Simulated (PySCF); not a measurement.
Name the molecule from its bond curve

A diatomic of charge -1 contains N. Its quartet curve at PBE in a double-zeta basis (no relativity, PySCF), in eV from the separated fragments:

R (Å), E (eV) and a bar:
```
    2.013     -1.107 ##############################
    2.107     -1.279 ##############
    2.200     -1.374 #####
    2.271     -1.408 #
    2.341     -1.421 
    2.411     -1.417 
    2.505     -1.396 ##
    2.622     -1.351 #######
    2.762     -1.285 #############
    2.950     -1.190 ######################
```

The fit gives ωe = 305 cm⁻¹ and the rotational constant Bₑ = 0.3483 cm⁻¹.

**Question.** Which atom is the partner?

**Answer.** The minimum lies at 2.358 Å, so the reduced mass is 16.8576 u Å² cm⁻¹/(Bₑ·Re²) = 8.705 u. With N at 14.00 u the partner weighs about 23.0 u: Na. The molecule is NaN⁻.

The highest Kohn–Sham level is positive in this anion. Much of that is self-interaction error, but it also means that the finite basis helps to hold the extra electron. The state was picked by a PBE0 search and need not be the measured ground state.
